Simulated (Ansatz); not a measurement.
We consider fcc Sr, described by r²SCAN (Ansatz, a quantum-chemistry and plane-wave program, plane waves, PAW).

Settings: plane-wave cutoff 560 eV, 16×16×16 k mesh, Fermi–Dirac smearing 0.05 eV, scalar-relativistic PAW data made under PBE.

Results at a series of volumes:

```
V (Å³/atom)  E − E_lowest (meV/atom)  P (GPa)
-----------  -----------------------  -------
53.359                          8.13    0.791
54.494                          3.54    0.509
55.629                          0.88    0.247
56.765                          0.00    0.003
57.900                          0.79   -0.224
59.035                          3.13   -0.435
60.171                          6.91   -0.630
```

### Question
Estimate the bulk modulus from the pressures at 55.629 and 57.900 Å³/atom, and compare it with a fit to all energies.

### Answer
B = −V dP/dV. Between V = 55.629 and 57.900 Å³/atom, dP/dV = (-0.224 − (0.247))/(57.900 − 55.629) = -0.207 GPa per Å³/atom; at the midpoint 56.764 Å³/atom this gives B ≈ 11.8 GPa. The third-order Birch–Murnaghan fit gives V0 = 56.781 Å³/atom, B0 = 11.7 GPa, B′ = 2.6, which lies within 1 % of that estimate.

Measured, for comparison: bulk modulus 12.5 GPa (corrected for temperature and zero-point phonon effects, our sources range from 12.0 to 12.5; as tabulated in Levämäki et al. (2014), arXiv:1402.3671); equilibrium volume per atom 55.22 Å³/atom (low-temperature or extrapolated to 0 K; zero-point anharmonic expansion removed; as tabulated in Csonka et al. (2009), arXiv:0903.4037). Computed (rounded) less measured: bulk modulus -6 % (-3 % to -6 % over the range), equilibrium volume per atom +2.8 %.

Static lattice: no zero-point or thermal effects.

Cost on a shared machine: very roughly 100 core-seconds.
